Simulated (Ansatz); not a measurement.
**AlNH (quartet): B2PLYP, RPA-PBE over vertical spin and charge gaps, 6-31G**

Aim: run AlNH (quartet) with these functionals over vertical spin and charge gaps, and hold them against the top wave-function level at the same points.

Program: Ansatz 0.2.0, Gaussian basis. Level of theory: 6-31G, all electrons in the functionals, frozen cores in the correlation of double hybrids and RPA. These are calculated values, not measurements.

To be run: B2PLYP, RPA-PBE, at charge 0, quartet; charge 0, doublet; charge 0, sextet; charge 1, triplet; charge 1, quintet.

18 further runs of the same task are left out: 3 for a known fault of the program, 5 that didn't finish, 10 set aside as unsound or not needed.

### Step 1. What is computed

The geometry is a PBE0/def2-TZVP stationary point (not a proven minimum).

3 atoms, charge 0, spin multiplicity 4.

Atoms are counted from 1 here; the program's logs count them from 0.

Bond lengths: Al1–N2 1.919 Å, Al1–H3 1.612 Å. Angles: N2–Al1–H3 112.5°.

No dispersion term is added.

The geometry shown and the zero of energy belong to the point charge 0, quartet. The yardstick, FCI, and other wave-function levels (R restricted, U unrestricted, valence and pair active spaces) come from earlier runs.

### Step 2. B2PLYP, charge 0, quartet

in.yaml

```yaml
crystal:
  periodic: [false, false, false]
  atoms:
    - {symbol: Al, position_ang: [0.000000, -0.104664, 0.617425]}
    - {symbol: N, position_ang: [0.000000, 0.107524, -1.289743]}
    - {symbol: H, position_ang: [0.000000, 1.307572, 1.394905]}
basis:
  gaussian: {orbitals: 6-31G}
magnetization: {spin_polarized: true, initial_magnetization: 3}
hamiltonian: {xc: {name: B2PLYP}}
correlation: {electrons: outside_noble_gas}
```

Run with:

```console
$ ansatz run in.yaml --threads 1 --pin off --events-out ev --progress --plain --max-ram 2393MiB
```

The log of the run:

```text
Functional definition: B2PLYP
  name "B2PLYP"
  cite "Grimme, J. Chem. Phys. 124, 034108 (2006) doi:10.1063/1.2148954"
  cite "Becke, Phys. Rev. A 38, 3098 (1988) doi:10.1103/PhysRevA.38.3098"
  cite "Lee, Yang & Parr, Phys. Rev. B 37, 785 (1988) doi:10.1103/PhysRevB.37.785"
  parameter a = 0.53
  parameter c = 0.27
  exchange = (1 - a)*b88_x + a*exact_x
  correlation = (1 - c)*lyp_c + c*(mp2_os + mp2_ss)
302 factors; integrals over basis functions are off by at most 1.5e-4 eV
mean field evaluation 1: about -8090.2960 eV, gradient 1.1e1 eV
mean field evaluation 2: about -8090.3209 eV, gradient 1.1e1 eV
mean field evaluation 4: about -8091.2207 eV, gradient 1.0e0 eV
mean field evaluation 8: about -8091.2454 eV, gradient 8.9e-2 eV
mean field evaluation 16: about -8091.2464 eV, gradient 3.4e-4 eV
mean field evaluation 32: about -8090.4648 eV, gradient 2.6e0 eV
mean field -8091.24639360 eV, -297.3478205210 hartree, gradient 4.9e-6 eV, S^2 3.763529; 4 other end points of the search recorded, 0 dependent functions left out
6 core orbitals not correlated: weight in the atoms' cores, before any rotation towards them, 1.000 or more for the frozen orbitals, at most 0.000 for the correlated occupied ones
reference -8091.24651631 eV, -297.3478250306 hartree; 6, 3 occupied and 12, 15 virtual orbitals, 302 factors
second order -2.77860746 eV of doubles, -0.00000000 eV of singles
Total energy: -8091.99674033 eV, -297.3753952546 hartree
```

It took 0.99 s on 1 thread of Arm Neoverse V2, shared host.

From the report: ⟨S²⟩ of the determinant 3.764 (pure quartet: 3.75).

### Step 3. B2PLYP, charge 0, doublet

in.yaml, as its differences from that of step 2:

```diff
@@ -8,3 +8,3 @@
   gaussian: {orbitals: 6-31G}
-magnetization: {spin_polarized: true, initial_magnetization: 3}
+magnetization: {spin_polarized: true, initial_magnetization: 1}
 hamiltonian: {xc: {name: B2PLYP}}
```

Same command.

The log of the run, cut to the lines that bear on the results:

```text
Functional definition: B2PLYP
  name "B2PLYP"
  cite "Grimme, J. Chem. Phys. 124, 034108 (2006) doi:10.1063/1.2148954"
  cite "Becke, Phys. Rev. A 38, 3098 (1988) doi:10.1103/PhysRevA.38.3098"
  cite "Lee, Yang & Parr, Phys. Rev. B 37, 785 (1988) doi:10.1103/PhysRevB.37.785"
[...]
302 factors; integrals over basis functions are off by at most 1.5e-4 eV
[...]
mean field -8091.40090348 eV, -297.3534986545 hartree, gradient 1.3e-6 eV, S^2 1.600944; 11 other end points of the search recorded, 0 dependent functions left out
6 core orbitals not correlated: weight in the atoms' cores, before any rotation towards them, 1.000 or more for the frozen orbitals, at most 0.000 for the correlated occupied ones
reference -8091.40102665 eV, -297.3535031806 hartree; 5, 4 occupied and 13, 14 virtual orbitals, 302 factors
second order -3.03175953 eV of doubles, -0.00000000 eV of singles
Total energy: -8092.21960172 eV, -297.3835852597 hartree
```

Run time: 4.2 s. Hardware: 1 thread of Arm Neoverse V2, shared host.

From the report: ⟨S²⟩ of the determinant 1.601 (pure doublet: 0.75). The determinant is far from a pure spin state, so its energy mixes those of several spin states (harmless only where they are near-degenerate, as at dissociation).

From charge 0, quartet: -0.223 eV.

### Step 4. B2PLYP, charge 0, sextet

in.yaml, as its differences from that of step 3:

```diff
@@ -8,3 +8,3 @@
   gaussian: {orbitals: 6-31G}
-magnetization: {spin_polarized: true, initial_magnetization: 1}
+magnetization: {spin_polarized: true, initial_magnetization: 5}
 hamiltonian: {xc: {name: B2PLYP}}
```

The command is unchanged.

The log of the run, cut to the lines that bear on the results:

```text
Functional definition: B2PLYP
  name "B2PLYP"
  cite "Grimme, J. Chem. Phys. 124, 034108 (2006) doi:10.1063/1.2148954"
  cite "Becke, Phys. Rev. A 38, 3098 (1988) doi:10.1103/PhysRevA.38.3098"
  cite "Lee, Yang & Parr, Phys. Rev. B 37, 785 (1988) doi:10.1103/PhysRevB.37.785"
[...]
302 factors; integrals over basis functions are off by at most 1.5e-4 eV
[...]
mean field -8087.57466349 eV, -297.2128869284 hartree, gradient 1.6e-6 eV, S^2 8.763165; 0 other end points of the search recorded, 0 dependent functions left out
6 core orbitals not correlated: weight in the atoms' cores, before any rotation towards them, 1.000 or more for the frozen orbitals, at most 0.000 for the correlated occupied ones
reference -8087.57479279 eV, -297.2128916801 hartree; 7, 2 occupied and 11, 16 virtual orbitals, 302 factors
second order -1.86884449 eV of doubles, -0.00000000 eV of singles
Total energy: -8088.07938081 eV, -297.2314349475 hartree
```

Run time: 0.69 s. Hardware: 1 thread of Arm Neoverse V2, shared host.

From the report: ⟨S²⟩ of the determinant 8.763 (pure sextet: 8.75).

From charge 0, quartet: +3.917 eV.

### Step 5. B2PLYP, charge 1, triplet

in.yaml, as its differences from that of step 4:

```diff
@@ -8,3 +8,4 @@
   gaussian: {orbitals: 6-31G}
-magnetization: {spin_polarized: true, initial_magnetization: 5}
+total_charge: 1
+magnetization: {spin_polarized: true, initial_magnetization: 2}
 hamiltonian: {xc: {name: B2PLYP}}
```

Launched as before.

The log of the run, cut to the lines that bear on the results:

```text
Functional definition: B2PLYP
  name "B2PLYP"
  cite "Grimme, J. Chem. Phys. 124, 034108 (2006) doi:10.1063/1.2148954"
  cite "Becke, Phys. Rev. A 38, 3098 (1988) doi:10.1103/PhysRevA.38.3098"
  cite "Lee, Yang & Parr, Phys. Rev. B 37, 785 (1988) doi:10.1103/PhysRevB.37.785"
[...]
302 factors; integrals over basis functions are off by at most 1.5e-4 eV
[...]
mean field -8083.25879189 eV, -297.0542815725 hartree, gradient 2.8e-6 eV, S^2 2.331667; 3 other end points of the search recorded, 0 dependent functions left out
6 core orbitals not correlated: weight in the atoms' cores, before any rotation towards them, 1.000 or more for the frozen orbitals, at most 0.000 for the correlated occupied ones
reference -8083.25891685 eV, -297.0542861645 hartree; 5, 3 occupied and 13, 15 virtual orbitals, 302 factors
second order -2.77716892 eV of doubles, -0.00000000 eV of singles
Total energy: -8084.00875246 eV, -297.0818421149 hartree
```

Wall time 1.2 s (1 thread of Arm Neoverse V2, shared host).

From the report: ⟨S²⟩ of the determinant 2.332 (pure triplet: 2.00).

From charge 0, quartet: +7.988 eV.

### Step 6. B2PLYP, charge 1, quintet

in.yaml, as its differences from that of step 5:

```diff
@@ -9,3 +9,3 @@
 total_charge: 1
-magnetization: {spin_polarized: true, initial_magnetization: 2}
+magnetization: {spin_polarized: true, initial_magnetization: 4}
 hamiltonian: {xc: {name: B2PLYP}}
```

Launched as before.

The log of the run, cut to the lines that bear on the results:

```text
Functional definition: B2PLYP
  name "B2PLYP"
  cite "Grimme, J. Chem. Phys. 124, 034108 (2006) doi:10.1063/1.2148954"
  cite "Becke, Phys. Rev. A 38, 3098 (1988) doi:10.1103/PhysRevA.38.3098"
  cite "Lee, Yang & Parr, Phys. Rev. B 37, 785 (1988) doi:10.1103/PhysRevB.37.785"
[...]
302 factors; integrals over basis functions are off by at most 1.5e-4 eV
[...]
mean field -8081.92164055 eV, -297.0051421671 hartree, gradient 3.3e-6 eV, S^2 6.021923; 0 other end points of the search recorded, 0 dependent functions left out
6 core orbitals not correlated: weight in the atoms' cores, before any rotation towards them, 1.000 or more for the frozen orbitals, at most 0.000 for the correlated occupied ones
reference -8081.92176387 eV, -297.0051466990 hartree; 6, 2 occupied and 12, 16 virtual orbitals, 302 factors
second order -1.79660443 eV of doubles, -0.00000000 eV of singles
Total energy: -8082.40684707 eV, -297.0229731777 hartree
```

Run time: 0.66 s. Hardware: 1 thread of Arm Neoverse V2, shared host.

From the report: ⟨S²⟩ of the determinant 6.022 (pure quintet: 6.00).

From charge 0, quartet: +9.590 eV.

### Step 7. RPA-PBE, charge 0, quartet

in.yaml

```yaml
crystal:
  periodic: [false, false, false]
  atoms:
    - {symbol: Al, position_ang: [0.000000, -0.104664, 0.617425]}
    - {symbol: N, position_ang: [0.000000, 0.107524, -1.289743]}
    - {symbol: H, position_ang: [0.000000, 1.307572, 1.394905]}
basis:
  gaussian: {orbitals: 6-31G}
magnetization: {spin_polarized: true, initial_magnetization: 3}
hamiltonian: {xc: {name: PBE}}
correlation: {method: rpa, electrons: outside_noble_gas}
```

Launched as before.

The log of the run, cut to the lines that bear on the results:

```text
Functional definition: PBE
  name "PBE"
  cite "Perdew, Burke & Ernzerhof, Phys. Rev. Lett. 77, 3865 (1996) doi:10.1103/PhysRevLett.77.3865"
  parent pbe
[...]
302 factors; integrals over basis functions are off by at most 1.5e-4 eV
[...]
mean field -8091.69332146 eV, -297.3642448170 hartree, gradient 7.1e-6 eV, S^2 3.753759; 5 other end points of the search recorded, 0 dependent functions left out
6 core orbitals not correlated: weight in the atoms' cores, before any rotation towards them, 1.000 or more for the frozen orbitals, at most 0.000 for the correlated occupied ones
reference -8075.86887464 eV, -296.7827071223 hartree; 6, 3 occupied and 12, 15 virtual orbitals, 302 factors
Total energy: -8080.96282303 eV, -296.9699062730 hartree
```

It took 1.4 s on 1 thread of Arm Neoverse V2, shared host.

From the report: ⟨S²⟩ of the determinant 3.754 (pure quartet: 3.75).

### Step 8. RPA-PBE, charge 0, doublet

in.yaml, as its differences from that of step 7:

```diff
@@ -8,3 +8,3 @@
   gaussian: {orbitals: 6-31G}
-magnetization: {spin_polarized: true, initial_magnetization: 3}
+magnetization: {spin_polarized: true, initial_magnetization: 1}
 hamiltonian: {xc: {name: PBE}}
```

Same command.

The log of the run, cut to the lines that bear on the results:

```text
Functional definition: PBE
  name "PBE"
  cite "Perdew, Burke & Ernzerhof, Phys. Rev. Lett. 77, 3865 (1996) doi:10.1103/PhysRevLett.77.3865"
  parent pbe
[...]
302 factors; integrals over basis functions are off by at most 1.5e-4 eV
[...]
mean field -8092.10484126 eV, -297.3793678906 hartree, gradient 5.5e-8 eV, S^2 1.274688; 9 other end points of the search recorded, 0 dependent functions left out
6 core orbitals not correlated: weight in the atoms' cores, before any rotation towards them, 1.000 or more for the frozen orbitals, at most 0.000 for the correlated occupied ones
reference -8075.11676651 eV, -296.7550676585 hartree; 5, 4 occupied and 13, 14 virtual orbitals, 302 factors
Total energy: -8081.21898699 eV, -296.9793201249 hartree
```

It took 4.8 s on 1 thread of Arm Neoverse V2, shared host.

From the report: ⟨S²⟩ of the determinant 1.275 (pure doublet: 0.75). The determinant is far from a pure spin state, so its energy mixes those of several spin states (harmless only where they are near-degenerate, as at dissociation).

From charge 0, quartet: -0.256 eV.

### Step 9. RPA-PBE, charge 0, sextet

in.yaml, as its differences from that of step 8:

```diff
@@ -8,3 +8,3 @@
   gaussian: {orbitals: 6-31G}
-magnetization: {spin_polarized: true, initial_magnetization: 1}
+magnetization: {spin_polarized: true, initial_magnetization: 5}
 hamiltonian: {xc: {name: PBE}}
```

Same command.

The log of the run, cut to the lines that bear on the results:

```text
Functional definition: PBE
  name "PBE"
  cite "Perdew, Burke & Ernzerhof, Phys. Rev. Lett. 77, 3865 (1996) doi:10.1103/PhysRevLett.77.3865"
  parent pbe
[...]
302 factors; integrals over basis functions are off by at most 1.5e-4 eV
[...]
mean field -8087.80367137 eV, -297.2213028127 hartree, gradient 6.3e-6 eV, S^2 8.754444; 2 other end points of the search recorded, 0 dependent functions left out
6 core orbitals not correlated: weight in the atoms' cores, before any rotation towards them, 1.000 or more for the frozen orbitals, at most 0.000 for the correlated occupied ones
reference -8072.91847065 eV, -296.6742817757 hartree; 7, 2 occupied and 11, 16 virtual orbitals, 302 factors
Total energy: -8077.42056929 eV, -296.8397308490 hartree
```

Wall time 0.93 s (1 thread of Arm Neoverse V2, shared host).

From the report: ⟨S²⟩ of the determinant 8.754 (pure sextet: 8.75).

From charge 0, quartet: +3.542 eV.

### Step 10. RPA-PBE, charge 1, triplet

in.yaml, as its differences from that of step 9:

```diff
@@ -8,3 +8,4 @@
   gaussian: {orbitals: 6-31G}
-magnetization: {spin_polarized: true, initial_magnetization: 5}
+total_charge: 1
+magnetization: {spin_polarized: true, initial_magnetization: 2}
 hamiltonian: {xc: {name: PBE}}
```

Same command.

The log of the run, cut to the lines that bear on the results:

```text
Functional definition: PBE
  name "PBE"
  cite "Perdew, Burke & Ernzerhof, Phys. Rev. Lett. 77, 3865 (1996) doi:10.1103/PhysRevLett.77.3865"
  parent pbe
[...]
302 factors; integrals over basis functions are off by at most 1.5e-4 eV
[...]
mean field -8083.67989572 eV, -297.0697568528 hartree, gradient 5.3e-6 eV, S^2 2.069452; 5 other end points of the search recorded, 0 dependent functions left out
6 core orbitals not correlated: weight in the atoms' cores, before any rotation towards them, 1.000 or more for the frozen orbitals, at most 0.000 for the correlated occupied ones
reference -8067.83326613 eV, -296.4874039566 hartree; 5, 3 occupied and 13, 15 virtual orbitals, 302 factors
Total energy: -8073.41587953 eV, -296.6925612150 hartree
```

Wall time 1.6 s (1 thread of Arm Neoverse V2, shared host).

From the report: ⟨S²⟩ of the determinant 2.069 (pure triplet: 2.00).

From charge 0, quartet: +7.547 eV.

### Step 11. RPA-PBE, charge 1, quintet

in.yaml, as its differences from that of step 10:

```diff
@@ -9,3 +9,3 @@
 total_charge: 1
-magnetization: {spin_polarized: true, initial_magnetization: 2}
+magnetization: {spin_polarized: true, initial_magnetization: 4}
 hamiltonian: {xc: {name: PBE}}
```

Launched as before.

The log of the run, cut to the lines that bear on the results:

```text
Functional definition: PBE
  name "PBE"
  cite "Perdew, Burke & Ernzerhof, Phys. Rev. Lett. 77, 3865 (1996) doi:10.1103/PhysRevLett.77.3865"
  parent pbe
[...]
302 factors; integrals over basis functions are off by at most 1.5e-4 eV
[...]
mean field -8081.76559285 eV, -296.9994075197 hartree, gradient 3.3e-6 eV, S^2 6.008154; 0 other end points of the search recorded, 0 dependent functions left out
6 core orbitals not correlated: weight in the atoms' cores, before any rotation towards them, 1.000 or more for the frozen orbitals, at most 0.000 for the correlated occupied ones
reference -8067.49129221 eV, -296.4748366469 hartree; 6, 2 occupied and 12, 16 virtual orbitals, 302 factors
Total energy: -8071.81724708 eV, -296.6338125560 hartree
```

It took 0.66 s on 1 thread of Arm Neoverse V2, shared host.

From the report: ⟨S²⟩ of the determinant 6.008 (pure quintet: 6.00).

From charge 0, quartet: +9.146 eV.

### Step 12. The comparison

The yardstick is full CI for this spin, exact in this basis with these frozen cores. It comes from earlier runs at the same points. Energies in eV, counted from charge 0, quartet; blanks weren't run or aren't comparable.

```csv
level,quartet to doublet,quartet to sextet,ionisation to the triplet cation,ionisation to the quintet cation
FCI,-0.361,3.445,7.483,8.940
B2PLYP,-0.223,3.917,7.988,9.590
RPA-PBE,-0.256,3.542,7.547,9.146
```

Largest miss and mean time a point (FCI took 68 s a point; shared hosts):

```csv
level,largest miss (eV),where,time a point
B2PLYP,+0.650,ionisation to the quintet cation,1.6 s
RPA-PBE,+0.206,ionisation to the quintet cation,1.9 s
```

### Step 13. What came out

| quantity | value |
| --- | --- |
| quartet to doublet, FCI | -0.361 eV |
| quartet to sextet, FCI | 3.445 eV |
| ionisation to the triplet cation, FCI | 7.483 eV |
| ionisation to the quintet cation, FCI | 8.940 eV |
| largest miss, B2PLYP | +0.650 eV (ionisation to the quintet cation) |
| largest miss, RPA-PBE | +0.206 eV (ionisation to the quintet cation) |

Of the functionals, RPA-PBE keep the smallest largest miss at the points compared (at most 0.206 eV) and B2PLYP strays most (0.650 eV, at ionisation to the quintet cation). B2PLYP, RPA-PBE clearly break the spin symmetry at some points (⟨S²⟩ up to 0.85 above the pure value), so energy there is bought with a mixed spin. Functionals and the yardstick converge differently with the basis, so part of each miss in 6-31G is the basis.
